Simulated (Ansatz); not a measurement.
**Be2+ (doublet): wave-function methods side by side, def2-TZVPP**

One table from this session's results is given with a row withheld; the runs are named, their logs left out.

Computed with Ansatz 0.2.0, Gaussian basis. Level: def2-TZVPP, core rule «outside noble gas», up to 2 orbitals frozen.

The runs, in order: UHF; ROHF; CCSD(T) on UHF.

2 further runs of the same task are left out: 2 set aside as unsound or not needed.

## The system

The geometry is a PBE0/def2-TZVP stationary point (not a proven minimum) of the parent state, kept for this charge and spin.

2 atoms, charge 1, spin multiplicity 2.

Atoms are counted from 1 here; the program's logs count them from 0.

No contacts short enough for the rule that draws bonds.

The first run:

The input, in.yaml:

```yaml
crystal:
  periodic: [false, false, false]
  atoms:
    - {symbol: Be, position_ang: [0.000000, 0.000000, 0.000000]}
    - {symbol: Be, position_ang: [0.000000, 0.000000, 2.516200]}
basis:
  gaussian: {orbitals: def2-TZVPP}
total_charge: 1
magnetization: {spin_polarized: true, initial_magnetization: 1}
hamiltonian: {xc: hf}
output: {orbitals: {seedname: orbitals}}
```

Run with:

```sh
$ ansatz run in.yaml --threads 1 --pin off --events-out ev --progress --plain --max-ram 4096MiB --backend cpu
```

Steps of the session up to this table: UHF; ROHF; CCSD(T) on UHF.

One table of the session follows, with a row left open; its other results are not shown here.

```
  method  from UCCSD(T) (kJ/mol)
    ROHF                  +149.6
     UHF                       ?
    UMP2                   +54.8
   UCCSD                    +1.7
UCCSD(T)                       0
```

Q: Estimate the row for UHF from the others.

The run gave: from UCCSD(T) (kJ/mol): +112.2. In the column «from UCCSD(T) (kJ/mol)» it lies between UMP2 (+54.8) and ROHF (+149.6).
